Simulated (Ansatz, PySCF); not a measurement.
Process, species as SMILES: [Si](F)(F)(F)F + 4 [H][H] (H2) -> 4 F (HF) + [SiH4] (SiH4)

Quantity: energy of full hydrogenation (enthalpy at 298 K), in kcal/mol. Set-up: dispersion terms only where a functional's name holds one; frozen cores in correlated levels; non-relativistic; LANL2DZ with its own core potentials from Na on; 6-311+G** with 5d, 6d on Na to Ar in Ansatz (an electronic-structure program); 6-31G* and kin with 6d, 5d where marked; no spin-orbit coupling. CBS(X,Y): correlation extrapolated as X^-3; Hartree-Fock from the larger set. [CCSD(T)-MP2]/basis is that difference in the basis named. Ab initio and DFT rows: single points at B3LYP-D3(BJ) geometries (Ansatz), with unscaled harmonic terms from B3LYP/6-31G* at its own minima.

Measured values: Active Thermochemical Tables 1.112 (ions: stationary electron), as tabulated in the package chemicals; G2/97 table in ASE (Curtiss et al.); they hold spin-orbit and core effects, anharmonicity. For F[Si](F)(F)F (energy of full hydrogenation (enthalpy at 298 K)) the tabulated value and RI-MP2/CBS(aug-cc-pV(T+d)Z,aug-cc-pV(Q+d)Z)+[CCSD(T)-MP2]/aug-cc-pV(T+d)Z (Ansatz) part by 4.2 kcal/mol: another conformer or state, missing terms or a fault of the table's entry are possible. 

Value to compare with, the measured value: 133.5 kcal/mol.

```tsv
level	program	energy of full hydrogenation (enthalpy at 298 K) (kcal/mol)	error
HF/3-21G	Ansatz	155.6	22.1
HF/LANL2DZ	Ansatz	55.9	-77.6
BLYP/6-31G*	Ansatz	169.1	35.6
B3LYP/6-31G*	Ansatz	162.2	28.7
B3LYP/cc-pVDZ	Ansatz	110.1	-23.4
PBE0/6-31G*	Ansatz	149.6	16.1
PBE0/6-311+G**	Ansatz	90.8	-42.7
M06-2X/6-311+G**	PySCF	107.1	-26.4
MP2/STO-3G	Ansatz	94.5	-39.0
B3LYP/def2-TZVPD	Ansatz	125.3	-8.2
wB97M-V/def2-TZVPD	Ansatz	126.8	-6.7
wB97X-V/def2-TZVPD	Ansatz	125.7	-7.8
RI-MP2/CBS(aug-cc-pV(T+d)Z,aug-cc-pV(Q+d)Z)+[CCSD(T)-MP2]/aug-cc-pV(T+d)Z	Ansatz	129.3	-4.2
```

Among the 9 habitual levels, HF/LANL2DZ lies farthest from the measured value (-77.6 kcal/mol) and PBE0/6-31G* nearest (16.1); 4 of 9 lie above it, and their mean absolute error is 34.6 kcal/mol, the median 28.7. One case shows no general order.

The levels are drawn from those run, B3LYP/6-31G* more often than the rest, none by its result; runs whose electronic state is in doubt are left out.
